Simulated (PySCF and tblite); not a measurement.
The numbers below are computed, except where a source is named.
2 diastereomers of C₄H₁₀O₂, numbered alike:

| isomer | SMILES | descriptors (one enantiomer) |
| --- | --- | --- |
| A | [CH3:1][C@H:2]([OH:3])[C@H:4]([CH3:5])[OH:6] | 2S, 4S |
| B | [CH3:1][C@@H:2]([OH:3])[C@H:4]([CH3:5])[OH:6] | 2R, 4S |

Protocol: conformer search, at most 5 conformers an isomer, PBE0-D3(BJ)/def2-SVP geometries, energies PBE0/def2-TZVP (D3(BJ) added where defined), GIAO shieldings PBE0/pcSseg-1, weights at 298.15 K with GFN2-xTB thermal terms. Programs: PySCF with density fitting and tblite.

**Question.** What shifts does each isomer give (ppm)?

**Answer.** 
A: ¹H (against TMS): 3.08 (H2/H4, 2H), 1.10 (H1/H5, 6H). ¹³C (against TMS): 73.6 (C2/C4), 20.8 (C1/C5).

B: ¹H (against TMS): 3.53 (H2/H4, 2H), 1.03 (H1/H5, 6H). ¹³C (against TMS): 70.4 (C2/C4), 18.4 (C1/C5). H not on carbon is left out.

**Question.** Which carbons tell the isomers apart best?

**Answer.** C2: 73.6 in A, 70.4 in B; C1: 20.8 in A, 18.4 in B ppm.

H on N, O and S are left out: they exchange, and hydrogen bonds move them by several ppm. Shifts are unscaled: against experiment ¹³C can be off by 15 ppm or more and ¹H by 0.8 ppm. The cap on conformers cut off some of the population, so the set may be incomplete.
